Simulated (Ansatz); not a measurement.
Reaction (hydrogen abstraction from a C–H bond): `COC(C)=O` + `[OH]`• → `[CH2]OC(C)=O`• + H₂O

Calculated with Ansatz (gas phase, PBE0-D4/def2-TZVP geometries, no zero-point term in ΔE). CBS: MP2 limit from def2 TZ/QZ plus the TZ coupled-cluster correction, frozen cores. This one scheme is used for every species. DFT in def2-TZVPP. B3LYP here is the variant with VWN-RPA as its local correlation; programs differ in this. HSE06 is defined as in plane-wave codes. No spin–orbit coupling; open shells (•) take unrestricted orbitals.

`COC(C)=O`:

```xyz
11

C     1.384    0.980    0.728
O     0.213    0.171    0.706
C    -0.223   -0.170   -0.516
C    -1.454   -1.018   -0.430
O     0.321    0.173   -1.530
H     2.218    0.462    0.252
H     1.212    1.921    0.203
H     1.600    1.163    1.778
H    -1.241   -1.926    0.137
H    -1.790   -1.274   -1.431
H    -2.240   -0.480    0.103
```

`[OH]`•:

```xyz
2

O    -0.301    0.105   -0.368
H     0.301   -0.105    0.368
```

`[CH2]OC(C)=O`•:

```xyz
10

C     0.974   -0.671    1.630
O     0.503    0.206    0.711
C    -0.252   -0.284   -0.313
C    -0.678    0.822   -1.220
O    -0.512   -1.446   -0.431
H     1.560   -0.219    2.412
H     0.738   -1.717    1.524
H    -1.255    1.561   -0.661
H    -1.278    0.416   -2.030
H     0.199    1.332   -1.623
```

H₂O:

```xyz
3

O     0.087    0.143    0.351
H    -0.595    0.447   -0.251
H     0.509   -0.591   -0.100
```

```tsv
level	ΔE (kcal/mol)
B97M-V	-16.1
PBE0-D4	-18.2
HSE06-D4	-18.3
B3LYP	-18.2
RPA@PBE/def2-TZVPP	-11.6
HF/def2-TZVPP	-3.6
HF/def2-QZVPP	-3.9
CCSD/CBS(def2)	-17.5
```

What does CCSD(T)/CBS give? (An estimate is asked.)

Ansatz gave: -18.6 kcal/mol. The listed levels differ from it by 2.5, 0.4, 0.3, 0.4, 7.0, 15.0, 14.7, 1.1 kcal/mol.

What do rigid-rotor, harmonic-oscillator terms from PBE0-D4/def2-TZVP frequencies (298.15 K, 1 bar) make of the CCSD(T)/CBS value? (An estimate is asked.)

Ansatz gave: ΔZPE = -1.5 kcal/mol, ΔH = -19.5 kcal/mol, ΔS = 19 J/(mol·K), ΔG = -20.8 kcal/mol. Open shells count their whole term as degenerate. Modes under 50 cm⁻¹ make the entropy rough.

Largest T1 diagnostic among the species: 0.017.

From PBE to PBE0 (25 % exact exchange), in def2-TZVPP and without D4, ΔE moves by +3.9 kcal/mol. In def2-TZVPP, CCSD(T) changes the Hartree–Fock value by −12.8 kcal/mol (the triples alone add −1.2 kcal/mol) and MP2 by −16.5 kcal/mol. Leaving LDA and LC-ωPBE aside and taking each functional with its dispersion term where it has one, the values, not all of them listed here, spread over 9.0 kcal/mol, from PBE-D4 to BHLYP-D4. LDA lies −7.3 kcal/mol from PBE without D4.
